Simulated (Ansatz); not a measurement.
```yaml
crystal:
  periodic: [false, false, false]
  atoms:
    - {symbol: O, position_ang: [0.000000, 0.000000, 0.000000]}
    - {symbol: F, position_ang: [0.000000, 0.000000, 1.143900]}
basis:
  gaussian: {orbitals: def2-TZVP}
total_charge: 1
hamiltonian: {xc: pbe0}
relax: {f_tol: 0.004, max_steps: 80}
```

```sh
$ ansatz run in.yaml --threads 1 --pin off --events-out ev --progress --plain --max-ram 2176MiB
```

Steps of the relaxation (energy above the last step; positions in Å, forces in eV/Å):

```
2
step 1, 175.2 meV
O     0.000    0.000    0.000    0.000    0.000   -5.872
F     0.000    0.000    1.144    0.000    0.000    5.872
```

```
2
step 2, 8.4 meV
O     0.000    0.000   -0.025    0.000    0.000   -1.139
F     0.000    0.000    1.169    0.000    0.000    1.139
```

```
2
step 3, 0.2 meV
O     0.000    0.000   -0.031    0.000    0.000   -0.166
F     0.000    0.000    1.175    0.000    0.000    0.166
```

```
2
step 5, 0.0 meV
O     0.000    0.000   -0.032    0.000    0.000    0.000
F     0.000    0.000    1.176    0.000    0.000    0.000
```

Close pairs at the end: O1–F2 1.208 Å.

A stationary point of restricted PBE0 after 5 steps (its stability towards spin polarisation wasn't tested). 2.3 s on 1 thread of Intel Xeon Platinum 8488C, shared host.
